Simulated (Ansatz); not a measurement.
# H2S with SiH3F: superposition error and deformation, part 1 of 3

How much of this pair's binding is borrowed basis, and how much do the fragments pay to take the shapes they have in the pair?

Program: Ansatz 0.2.0, Gaussian basis. Level of theory: PBE0-D4 structures, single points in def2-TZVPPD. These are calculated values, not measurements.

Levels: PBE-D4, revPBE-D4, BLYP-D4, r2SCAN-D4, B97M-V, PBE0-D4, B3LYP-D4, HSE06-D4, wB97X-V, wB97M-V, B2PLYP, Hartree-Fock, MP2, CCSD, CCSD(T).

Correlated methods freeze the cores. B3LYP uses VWN-RPA correlation. B2PLYP carries no dispersion term here.

129 further runs of the same task are left out: 129 set aside as unsound or not needed. Runs told in other sessions of the task aren't counted.

**1. The starting structure**

The relaxed pair: 8 atoms, charge 0, spin multiplicity 1.

Atoms are counted from 1 here; the program's logs count them from 0.

Bond lengths: S1–H2 1.342 Å, S1–H3 1.342 Å, Si4–F5 1.606 Å, Si4–H6 1.480 Å, Si4–H7 1.480 Å, Si4–H8 1.483 Å. Angles: H2–S1–H3 92.3°, F5–Si4–H6 108.7°, F5–Si4–H7 108.8°, F5–Si4–H8 107.0°, H6–Si4–H7 111.4°, H6–Si4–H8 110.3°, H7–Si4–H8 110.5°.

Coordinates:

```
atom    x (Å)    y (Å)    z (Å)
  S1   0.2520  -0.5351  -2.3403
  H2   0.9539   0.6042  -2.4355
  H3  -0.8493   0.1150  -1.9335
 Si4  -0.0371  -0.0626   1.3557
  F5  -1.1722   0.7320   0.5446
  H6   1.2888   0.4465   0.9384
  H7  -0.1740  -1.5087   1.0741
  H8  -0.2620   0.2086   2.7965
```

Atoms 1 to 3 are fragment A (H2S), the rest fragment B (SiH3F). From earlier runs, pair energy (eV) and counterpoise interaction (meV):

```
      method       E(pair)  interaction
      PBE-D4  -21503.05180         -103
   revPBE-D4  -21510.35379          -88
     BLYP-D4  -21514.37339          -87
   r2SCAN-D4  -21512.00146          -94
      B97M-V  -21508.90263          -92
     PBE0-D4  -21504.85318         -100
    B3LYP-D4  -21516.22755          -94
    HSE06-D4  -21504.33542          -99
     wB97X-V  -21510.88001          -90
     wB97M-V  -21512.39652          -92
      B2PLYP  -21506.47885          -39
Hartree-Fock  -21468.17266            7
         MP2  -21483.98268          -72
     CCSD(T)  -21485.75106          -70
```

First each fragment is run alone in its own basis, frozen in the shape it has in the pair (a, b).

**2. PBE-D4/def2-TZVPPD**

The input, a/in.yaml:

```yaml
crystal:
  periodic: [false, false, false]
  atoms:
    - {symbol: S, position_ang: [0.251993, -0.535139, -2.340267]}
    - {symbol: H, position_ang: [0.953860, 0.604228, -2.435533]}
    - {symbol: H, position_ang: [-0.849329, 0.115050, -1.933452]}
basis:
  gaussian: {orbitals: "def2-TZVPPD.json"}
hamiltonian: {xc: pbe, dispersion: d4}
```

The input, b/in.yaml:

```yaml
crystal:
  periodic: [false, false, false]
  atoms:
    - {symbol: Si, position_ang: [-0.037067, -0.062551, 1.355650]}
    - {symbol: F, position_ang: [-1.172200, 0.731989, 0.544559]}
    - {symbol: H, position_ang: [1.288782, 0.446528, 0.938400]}
    - {symbol: H, position_ang: [-0.174000, -1.508701, 1.074140]}
    - {symbol: H, position_ang: [-0.262042, 0.208597, 2.796501]}
basis:
  gaussian: {orbitals: "def2-TZVPPD.json"}
hamiltonian: {xc: pbe, dispersion: d4}
```

The basis file named in the input lies beside it (Basis Set Exchange, JSON).

One command serves all of them, each in its own folder.

On the command line:

```bash
$ ansatz run in.yaml --threads 4 --pin off --events-out ev --progress --plain --max-ram 9574MiB
```

Output in a:

```text
Functional definition: PBE
  name "PBE"
  cite "Perdew, Burke & Ernzerhof, Phys. Rev. Lett. 77, 3865 (1996) doi:10.1103/PhysRevLett.77.3865"
  parent pbe
  parameter kappa = 0.804
  parameter beta = 0.06672455060314922
  exchange = pbe_x(kappa = kappa, mu = beta*pi^2/3)
  correlation = pbe_c(beta = beta)
436 factors; their error is unknown
mean field evaluation 1: about -10862.7906 eV, gradient 1.6e1 eV
mean field evaluation 2: about -10862.7191 eV, gradient 1.9e1 eV
mean field evaluation 4: about -10863.5909 eV, gradient 9.5e-1 eV
mean field evaluation 8: about -10863.5814 eV, gradient 1.6e-3 eV
mean field -10863.58142963 eV, -399.2292539391 hartree, gradient 1.8e-5 eV, S^2 0.000000; 0 other end points of the search recorded, 0 dependent functions left out
reference -10863.58147938 eV, -399.2292557671 hartree; 9, 9 occupied and 76, 76 virtual orbitals, 436 factors
Total energy: -10863.59651752 eV, -399.2298084088 hartree
```

Output in b, shortened:

```text
[... 4 set-up lines as earlier in the session ...]
[...]
679 factors; their error is unknown
[...]
mean field -10639.30222445 eV, -390.9871451705 hartree, gradient 4.1e-5 eV, S^2 0.000000; 0 other end points of the search recorded, 0 dependent functions left out
reference -10639.30226683 eV, -390.9871467277 hartree; 13, 13 occupied and 126, 126 virtual orbitals, 679 factors
Total energy: -10639.34918817 eV, -390.9888710554 hartree
```

Times: 0.25 s (a), 0.45 s (b) on 4 threads of AMD EPYC 7R43, shared host.

**3. r2SCAN-D4/def2-TZVPPD**

The same edit goes into each in.yaml of step 2 (a, b):

```diff
-hamiltonian: {xc: pbe, dispersion: d4}
+hamiltonian: {xc: r2scan, dispersion: d4}
```

One command serves all of them, each in its own folder.

On the command line:

```bash
$ ansatz run in.yaml --threads 4 --pin off --events-out ev --progress --plain --max-ram 9574MiB
```

Log of a, shortened:

```text
Functional definition: r2SCAN
  name "r2SCAN"
  cite "Furness, Kaplan, Ning, Perdew & Sun, J. Phys. Chem. Lett. 11, 8208 (2020) doi:10.1021/acs.jpclett.0c02405"
  cite "Furness, Kaplan, Ning, Perdew & Sun, J. Phys. Chem. Lett. 11, 9248 (2020) doi:10.1021/acs.jpclett.0c03077"
  parent r2scan
[...]
436 factors; their error is unknown
[...]
mean field -10867.55020654 eV, -399.3751038002 hartree, gradient 3.7e-5 eV, S^2 0.000000; 0 other end points of the search recorded, 0 dependent functions left out
reference -10867.55022331 eV, -399.3751044164 hartree; 9, 9 occupied and 76, 76 virtual orbitals, 436 factors
Total energy: -10867.55357189 eV, -399.3752274746 hartree
```

b printed, shortened:

```text
[... 5 set-up lines as earlier in the session ...]
[...]
679 factors; their error is unknown
[...]
mean field -10644.34035525 eV, -391.1722930624 hartree, gradient 3.5e-5 eV, S^2 0.000000; 0 other end points of the search recorded, 0 dependent functions left out
reference -10644.34036903 eV, -391.1722935688 hartree; 13, 13 occupied and 126, 126 virtual orbitals, 679 factors
Total energy: -10644.35088371 eV, -391.1726799761 hartree
```

Times: 0.5 s (a), 0.85 s (b) on 4 threads of AMD EPYC 7R43, shared host.

**4. PBE0-D4/def2-TZVPPD**

The same edit goes into each in.yaml of step 3 (a, b):

```diff
-hamiltonian: {xc: r2scan, dispersion: d4}
+hamiltonian: {xc: pbe0, dispersion: d4}
+output: {orbitals: {seedname: orbitals}}
```

One command serves all of them, each in its own folder.

On the command line:

```bash
$ ansatz run in.yaml --threads 4 --pin off --events-out ev --progress --plain --max-ram 9574MiB
```

Log of a, shortened:

```text
Functional definition: PBE0
  name "PBE0"
  cite "Adamo & Barone, J. Chem. Phys. 110, 6158 (1999) doi:10.1063/1.478522"
[... 2 set-up lines as earlier in the session ...]
[...]
474 factors; their error is unknown
[...]
mean field -10864.51340988 eV, -399.2635035812 hartree, gradient 3.6e-5 eV, S^2 0.000000; 0 other end points of the search recorded, 0 dependent functions left out
reference -10864.51344498 eV, -399.2635048712 hartree; 9, 9 occupied and 76, 76 virtual orbitals, 474 factors
Total energy: -10864.52562560 eV, -399.2639525009 hartree
```

Log of b, shortened:

```text
[... 5 set-up lines as earlier in the session ...]
[...]
696 factors; their error is unknown
[...]
mean field -10640.18650929 eV, -391.0196420391 hartree, gradient 1.1e-5 eV, S^2 0.000000; 0 other end points of the search recorded, 0 dependent functions left out
reference -10640.18654127 eV, -391.0196432142 hartree; 13, 13 occupied and 126, 126 virtual orbitals, 696 factors
Total energy: -10640.22497113 eV, -391.0210554854 hartree
```

Wall times: 0.3 s (a), 0.55 s (b) on 4 threads of AMD EPYC 7R43, shared host.

**5. B3LYP-D4/def2-TZVPPD**

The same edit goes into each in.yaml of step 4 (a, b):

```diff
-hamiltonian: {xc: pbe0, dispersion: d4}
-output: {orbitals: {seedname: orbitals}}
+hamiltonian: {xc: {name: B3LYP}, dispersion: d4}
```

Each run has its own folder and the same command.

On the command line:

```bash
$ ansatz run in.yaml --threads 4 --pin off --events-out ev --progress --plain --max-ram 9574MiB
```

Log of a, shortened:

```text
Functional definition: B3LYP
  name "B3LYP"
  cite "Stephens, Devlin, Chabalowski & Frisch, J. Phys. Chem. 98, 11623 (1994) doi:10.1021/j100096a001"
  cite "Becke, Phys. Rev. A 38, 3098 (1988) doi:10.1103/PhysRevA.38.3098"
  cite "Lee, Yang & Parr, Phys. Rev. B 37, 785 (1988) doi:10.1103/PhysRevB.37.785"
  cite "Vosko, Wilk & Nusair, Can. J. Phys. 58, 1200 (1980) doi:10.1139/p80-159"
[...]
462 factors; their error is unknown
[...]
mean field -10868.98949395 eV, -399.4279966371 hartree, gradient 4.0e-5 eV, S^2 0.000000; 0 other end points of the search recorded, 0 dependent functions left out
reference -10868.98970873 eV, -399.4280045300 hartree; 9, 9 occupied and 76, 76 virtual orbitals, 462 factors
Total energy: -10869.01414615 eV, -399.4289025886 hartree
```

Output in b, shortened:

```text
[... 6 set-up lines as earlier in the session ...]
[...]
689 factors; their error is unknown
[...]
mean field -10647.03932447 eV, -391.2714783518 hartree, gradient 8.6e-6 eV, S^2 0.000000; 0 other end points of the search recorded, 0 dependent functions left out
reference -10647.03955416 eV, -391.2714867926 hartree; 13, 13 occupied and 126, 126 virtual orbitals, 689 factors
Total energy: -10647.11587438 eV, -391.2742915090 hartree
```

Wall times: 0.3 s (a), 0.65 s (b) on 4 threads of AMD EPYC 7R43, shared host.

**6. wB97X-V/def2-TZVPPD**

Each input of step 5 (a, b) changes in the same lines:

```diff
-hamiltonian: {xc: {name: B3LYP}, dispersion: d4}
+hamiltonian: {xc: {name: wB97X-V}}
```

One command serves all of them, each in its own folder.

On the command line:

```bash
$ ansatz run in.yaml --threads 4 --pin off --events-out ev --progress --plain --max-ram 9574MiB
```

a printed, shortened:

```text
Functional definition: wB97X-V
  name "wB97X-V"
  cite "Mardirossian & Head-Gordon, Phys. Chem. Chem. Phys. 16, 9904 (2014) doi:10.1039/C3CP54374A"
  cite "Becke, J. Chem. Phys. 107, 8554 (1997) doi:10.1063/1.475007"
  cite "Vydrov & Van Voorhis, J. Chem. Phys. 133, 244103 (2010) doi:10.1063/1.3521275"
[...]
      + integral(e_c_pw_opposite_spin*poly(b97_u_opposite, cos0, cos1)) + vv10(b, c)
457 factors; their error is unknown
112 factors; integrals over basis functions are off by at most 7.5e-5 eV
[...]
mean field -10866.69269098 eV, -399.3435906847 hartree, gradient 1.5e-5 eV, S^2 0.000000; 0 other end points of the search recorded, 0 dependent functions left out
reference -10866.69268877 eV, -399.3435906033 hartree; 9, 9 occupied and 76, 76 virtual orbitals, 457 factors
Total energy: -10866.69268877 eV, -399.3435906033 hartree
```

b printed, shortened:

```text
[... 5 set-up lines as earlier in the session ...]
[...]
      + integral(e_c_pw_opposite_spin*poly(b97_u_opposite, cos0, cos1)) + vv10(b, c)
689 factors; their error is unknown
200 factors; integrals over basis functions are off by at most 2.4e-5 eV
[...]
mean field -10644.09428493 eV, -391.1632501450 hartree, gradient 2.2e-5 eV, S^2 0.000000; 0 other end points of the search recorded, 0 dependent functions left out
reference -10644.09428282 eV, -391.1632500674 hartree; 13, 13 occupied and 126, 126 virtual orbitals, 689 factors
Total energy: -10644.09428282 eV, -391.1632500674 hartree
```

They took 0.65 s (a), 1.6 s (b) on 4 threads of AMD EPYC 7R43, shared host.

**7. wB97M-V/def2-TZVPPD**

The same edit goes into each in.yaml of step 6 (a, b):

```diff
-hamiltonian: {xc: {name: wB97X-V}}
+hamiltonian: {xc: {name: wB97M-V}}
```

Each run has its own folder and the same command.

On the command line:

```bash
$ ansatz run in.yaml --threads 4 --pin off --events-out ev --progress --plain --max-ram 9574MiB
```

Log of a, shortened:

```text
Functional definition: wB97M-V
  name "wB97M-V"
  cite "Mardirossian & Head-Gordon, J. Chem. Phys. 144, 214110 (2016) doi:10.1063/1.4952647"
[... 2 set-up lines as earlier in the session ...]
  # Of w^i u^j: cxij and so on, Table III.
[...]
  gx(w, u) = 1 - cx + cx01*u + cx10*w
[...]
      + integral(e_c_pw_mod_opposite_spin*gos(b97_w_opposite, b97_u_opposite)) + vv10(b, c)
436 factors; their error is unknown
112 factors; integrals over basis functions are off by at most 7.5e-5 eV
[...]
mean field -10867.54423144 eV, -399.3748842192 hartree, gradient 1.7e-5 eV, S^2 0.000000; 0 other end points of the search recorded, 0 dependent functions left out
reference -10867.54429051 eV, -399.3748863901 hartree; 9, 9 occupied and 76, 76 virtual orbitals, 436 factors
Total energy: -10867.54429051 eV, -399.3748863901 hartree
```

Log of b, shortened:

```text
[... 5 set-up lines as earlier in the session ...]
  # Of w^i u^j: cxij and so on, Table III.
[...]
  gx(w, u) = 1 - cx + cx01*u + cx10*w
[...]
      + integral(e_c_pw_mod_opposite_spin*gos(b97_w_opposite, b97_u_opposite)) + vv10(b, c)
684 factors; their error is unknown
200 factors; integrals over basis functions are off by at most 2.4e-5 eV
[...]
mean field -10644.75694351 eV, -391.1876023986 hartree, gradient 2.7e-5 eV, S^2 0.000000; 0 other end points of the search recorded, 0 dependent functions left out
reference -10644.75699600 eV, -391.1876043276 hartree; 13, 13 occupied and 126, 126 virtual orbitals, 684 factors
Total energy: -10644.75699600 eV, -391.1876043276 hartree
```

They took 0.7 s (a), 1.6 s (b) on 4 threads of AMD EPYC 7R43, shared host.

**8. B2PLYP/def2-TZVPPD**

The same edit goes into each in.yaml of step 7 (a, b):

```diff
-hamiltonian: {xc: {name: wB97M-V}}
+hamiltonian: {xc: {name: B2PLYP}}
```

One command serves all of them, each in its own folder.

On the command line:

```bash
$ ansatz run in.yaml --threads 4 --pin off --events-out ev --progress --plain --max-ram 9574MiB
```

Output in a, shortened:

```text
Functional definition: B2PLYP
  name "B2PLYP"
  cite "Grimme, J. Chem. Phys. 124, 034108 (2006) doi:10.1063/1.2148954"
[... 2 set-up lines as earlier in the session ...]
[...]
470 factors; integrals over basis functions are off by at most 8.9e-4 eV
[...]
mean field -10863.12916349 eV, -399.2126334648 hartree, gradient 5.0e-6 eV, S^2 0.000000; 0 other end points of the search recorded, 0 dependent functions left out
5 core orbitals not correlated: weight in the atoms' cores, before any rotation towards them, 1.000 or more for the frozen orbitals, at most 0.000 for the correlated occupied ones
reference -10863.12929464 eV, -399.2126382844 hartree; 4, 4 occupied and 76, 76 virtual orbitals, 470 factors
second order -6.41077760 eV of doubles, -0.00000000 eV of singles
Total energy: -10864.86020459 eV, -399.2762480519 hartree
```

Log of b, shortened:

```text
[... 5 set-up lines as earlier in the session ...]
[...]
796 factors; integrals over basis functions are off by at most 9.8e-4 eV
[...]
mean field -10638.19688138 eV, -390.9465245621 hartree, gradient 3.4e-6 eV, S^2 0.000000; 0 other end points of the search recorded, 0 dependent functions left out
6 core orbitals not correlated: weight in the atoms' cores, before any rotation towards them, 1.000 or more for the frozen orbitals, at most 0.000 for the correlated occupied ones
reference -10638.19702761 eV, -390.9465299356 hartree; 7, 7 occupied and 126, 126 virtual orbitals, 796 factors
second order -12.50122548 eV of doubles, -0.00000000 eV of singles
Total energy: -10641.57235848 eV, -391.0705710575 hartree
```

Times: 0.35 s (a), 1.2 s (b) on 4 threads of AMD EPYC 7R43, shared host.

**9. BLYP-D4/def2-TZVPPD**

Each input of step 8 (a, b) changes in the same lines:

```diff
-hamiltonian: {xc: {name: B2PLYP}}
+hamiltonian: {xc: {name: BLYP}, dispersion: d4}
```

The same command starts each run, in its folder.

On the command line:

```bash
$ ansatz run in.yaml --threads 4 --pin off --events-out ev --progress --plain --max-ram 9574MiB
```

a printed, shortened:

```text
Functional definition: BLYP
  name "BLYP"
[... 2 set-up lines as earlier in the session ...]
[...]
436 factors; their error is unknown
[...]
mean field -10868.25287825 eV, -399.4009265092 hartree, gradient 2.8e-5 eV, S^2 0.000000; 0 other end points of the search recorded, 0 dependent functions left out
reference -10868.25316703 eV, -399.4009371219 hartree; 9, 9 occupied and 76, 76 virtual orbitals, 436 factors
Total energy: -10868.28886237 eV, -399.4022489014 hartree
```

Output in b, shortened:

```text
[... 4 set-up lines as earlier in the session ...]
[...]
679 factors; their error is unknown
[...]
mean field -10645.88526721 eV, -391.2290675298 hartree, gradient 3.7e-5 eV, S^2 0.000000; 0 other end points of the search recorded, 0 dependent functions left out
reference -10645.88557188 eV, -391.2290787262 hartree; 13, 13 occupied and 126, 126 virtual orbitals, 679 factors
Total energy: -10645.99407414 eV, -391.2330661106 hartree
```

Times: 0.25 s (a), 0.6 s (b) on 4 threads of AMD EPYC 7R43, shared host.

**10. revPBE-D4/def2-TZVPPD**

Each input of step 9 (a, b) changes in the same lines:

```diff
-hamiltonian: {xc: {name: BLYP}, dispersion: d4}
+hamiltonian: {xc: {name: revPBE}, dispersion: d4}
```

One command serves all of them, each in its own folder.

On the command line:

```bash
$ ansatz run in.yaml --threads 4 --pin off --events-out ev --progress --plain --max-ram 9574MiB
```

Log of a, shortened:

```text
Functional definition: revPBE
  name "revPBE"
  cite "Zhang & Yang, Phys. Rev. Lett. 80, 890 (1998) doi:10.1103/PhysRevLett.80.890"
[... 1 set-up line as earlier in the session ...]
[...]
436 factors; their error is unknown
[...]
mean field -10866.46131722 eV, -399.3350878557 hartree, gradient 2.3e-5 eV, S^2 0.000000; 0 other end points of the search recorded, 0 dependent functions left out
reference -10866.46138019 eV, -399.3350901701 hartree; 9, 9 occupied and 76, 76 virtual orbitals, 436 factors
Total energy: -10866.52166660 eV, -399.3373056546 hartree
```

b printed, shortened:

```text
[... 4 set-up lines as earlier in the session ...]
[...]
679 factors; their error is unknown
[...]
mean field -10643.57552452 eV, -391.1441860514 hartree, gradient 4.7e-5 eV, S^2 0.000000; 0 other end points of the search recorded, 0 dependent functions left out
reference -10643.57557766 eV, -391.1441880043 hartree; 13, 13 occupied and 126, 126 virtual orbitals, 679 factors
Total energy: -10643.74094992 eV, -391.1502653228 hartree
```

Wall times: 0.25 s (a), 0.55 s (b) on 4 threads of AMD EPYC 7R43, shared host.

**11. B97M-V/def2-TZVPPD**

The same edit goes into each in.yaml of step 10 (a, b):

```diff
-hamiltonian: {xc: {name: revPBE}, dispersion: d4}
+hamiltonian: {xc: {name: B97M-V}}
```

The same command starts each run, in its folder.

On the command line:

```bash
$ ansatz run in.yaml --threads 4 --pin off --events-out ev --progress --plain --max-ram 9574MiB
```

Output in a, shortened:

```text
Functional definition: B97M-V
  name "B97M-V"
  cite "Mardirossian & Head-Gordon, J. Chem. Phys. 142, 074111 (2015) doi:10.1063/1.4907719"
[... 2 set-up lines as earlier in the session ...]
  # Of w^i u^j: cxij and so on, Table III.
[...]
  gx(w, u) = cx00 + cx01*u + cx02*u^2 + (cx10 + cx11*u)*w
[...]
  gos(w, u) = cos00 + cos01*u + cos03*u^3 + cos10*w + cos32*w^3*u^2
[...]
      + integral(e_c_pw_mod_opposite_spin*gos(b97_w_opposite, b97_u_opposite)) + vv10(b, c)
436 factors; their error is unknown
[...]
mean field -10865.58987540 eV, -399.3030629594 hartree, gradient 2.5e-5 eV, S^2 0.000000; 0 other end points of the search recorded, 0 dependent functions left out
reference -10865.58994660 eV, -399.3030655760 hartree; 9, 9 occupied and 76, 76 virtual orbitals, 436 factors
Total energy: -10865.58994660 eV, -399.3030655760 hartree
```

b printed, shortened:

```text
[... 5 set-up lines as earlier in the session ...]
  # Of w^i u^j: cxij and so on, Table III.
[...]
  gx(w, u) = cx00 + cx01*u + cx02*u^2 + (cx10 + cx11*u)*w
[...]
  gos(w, u) = cos00 + cos01*u + cos03*u^3 + cos10*w + cos32*w^3*u^2
[...]
      + integral(e_c_pw_mod_opposite_spin*gos(b97_w_opposite, b97_u_opposite)) + vv10(b, c)
679 factors; their error is unknown
[...]
mean field -10643.21809747 eV, -391.1310508495 hartree, gradient 2.4e-5 eV, S^2 0.000000; 0 other end points of the search recorded, 0 dependent functions left out
reference -10643.21815962 eV, -391.1310531338 hartree; 13, 13 occupied and 126, 126 virtual orbitals, 679 factors
Total energy: -10643.21815962 eV, -391.1310531338 hartree
```

Wall times: 0.65 s (a), 1.6 s (b) on 4 threads of AMD EPYC 7R43, shared host.

**12. HSE06-D4/def2-TZVPPD**

Each input of step 11 (a, b) changes in the same lines:

```diff
-hamiltonian: {xc: {name: B97M-V}}
+hamiltonian: {xc: hse06, dispersion: d4}
```

Each run has its own folder and the same command.

On the command line:

```bash
$ ansatz run in.yaml --threads 4 --pin off --events-out ev --progress --plain --max-ram 9574MiB
```

Output in a, shortened:

```text
Functional definition: HSE06
  name "HSE06"
  cite "Heyd, Scuseria & Ernzerhof, J. Chem. Phys. 118, 8207 (2003) doi:10.1063/1.1564060"
  cite "Krukau, Vydrov, Izmaylov & Scuseria, J. Chem. Phys. 125, 224106 (2006) doi:10.1063/1.2404663"
  cite "Heyd & Scuseria, J. Chem. Phys. 120, 7274 (2004) doi:10.1063/1.1668634"
  cite "Ernzerhof & Perdew, J. Chem. Phys. 109, 3313 (1998) doi:10.1063/1.476928"
[...]
474 factors; their error is unknown
41 factors; integrals over basis functions are off by at most 9.4e-5 eV
[...]
mean field -10864.30225388 eV, -399.2557437415 hartree, gradient 6.0e-5 eV, S^2 0.000000; 0 other end points of the search recorded, 0 dependent functions left out
reference -10864.30230026 eV, -399.2557454461 hartree; 9, 9 occupied and 76, 76 virtual orbitals, 474 factors
Total energy: -10864.31342306 eV, -399.2561542014 hartree
```

b printed, shortened:

```text
[... 6 set-up lines as earlier in the session ...]
[...]
696 factors; their error is unknown
66 factors; integrals over basis functions are off by at most 3.4e-6 eV
[...]
mean field -10639.88483859 eV, -391.0085558453 hartree, gradient 8.7e-5 eV, S^2 0.000000; 0 other end points of the search recorded, 0 dependent functions left out
reference -10639.88488109 eV, -391.0085574071 hartree; 13, 13 occupied and 126, 126 virtual orbitals, 696 factors
Total energy: -10639.92023077 eV, -391.0098564839 hartree
```

They took 0.3 s (a), 0.7 s (b) on 4 threads of AMD EPYC 7R43, shared host.

(Continued in part 2 of 3.)
